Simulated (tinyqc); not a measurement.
Worked calculation: UHF in the sto-3g basis, for LiH, spin multiplicity 3. One step of it, computed by the program tinyqc.

Task: Orthogonalisation. S = U s U^T; symmetric (Loewdin) form X = U s^(-1/2) U^T, so that X^T S X = 1.

overlap S:
```
           1Li 1s    1Li 2s   1Li 2px   1Li 2py   1Li 2pz     2H 1s
1Li 1s   1.000000  0.241137  0.000000  0.000000  0.000000  0.023560
1Li 2s   0.241137  1.000000  0.000000  0.000000  0.000000  0.282972
1Li 2px  0.000000  0.000000  1.000000  0.000000  0.000000  0.000000
1Li 2py  0.000000  0.000000  0.000000  1.000000  0.000000  0.000000
1Li 2pz  0.000000  0.000000  0.000000  0.000000  1.000000  0.403964
2H 1s    0.023560  0.282972  0.000000  0.000000  0.403964  1.000000
```

Give: eigenvalues of S; X.

Result:

eigenvalues of S: 0.491  0.804  1.000  1.000  1.182  1.523

X:
```
         1Li 1s  1Li 2s  1Li 2px  1Li 2py  1Li 2pz   2H 1s
1Li 1s    1.023  -0.130    0.000    0.000   -0.007   0.018
1Li 2s   -0.130   1.062    0.000    0.000    0.054  -0.172
1Li 2px   0.000   0.000    1.000    0.000    0.000   0.000
1Li 2py   0.000   0.000    0.000    1.000    0.000   0.000
1Li 2pz  -0.007   0.054    0.000    0.000    1.075  -0.240
2H 1s     0.018  -0.172    0.000    0.000   -0.240   1.112
```
